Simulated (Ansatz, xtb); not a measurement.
## C4H5F: 3 structures ranked

3 gas-phase structures of C4H5F, from a drawn sample of its isomers (lower ones may exist). Each was relaxed with GFN2-xTB:

A. `C=CC(=C)F`, a singlet
B. `C=C/C=C\F`, a singlet
C. `C=C/C=C/F`, a singlet

Q: Make a reasoned guess at their ranking by r2SCAN-D4/def2-SVP single-point energy.

A: Calculated order at r2SCAN-D4/def2-SVP: A (0.0), B (2.4), C (3.1) kcal/mol. Less than 1 kcal/mol parts B and C, so the order within that pair means little.

Energies above the lowest of each column, in kcal/mol; the last columns are at B3LYP-D3(BJ)/def2-SVP geometries:

```csv
structure,GFN2-xTB,HF/STO-3G,r2SCAN-D4/def2-SVP,B3LYP-D3(BJ)/def2-SVP,CCSD(T)/def2-SVP + ΔMP2/def2-TZVPP
A,0.4,0.0,0.0,0.0,0.0
B,0.9,0.5,2.4,2.0,2.2
C,0.0,0.5,3.1,2.6,2.7
```

CCSD(T)/def2-SVP + ΔMP2/def2-TZVPP puts A lowest; GFN2-xTB picks C. Flexible structures stand in one conformer each, not always the lowest. ΔMP2 is the change of the MP2 energy from the smaller to the larger basis.

Programs: Ansatz 0.2.0, xtb 6.7.1.
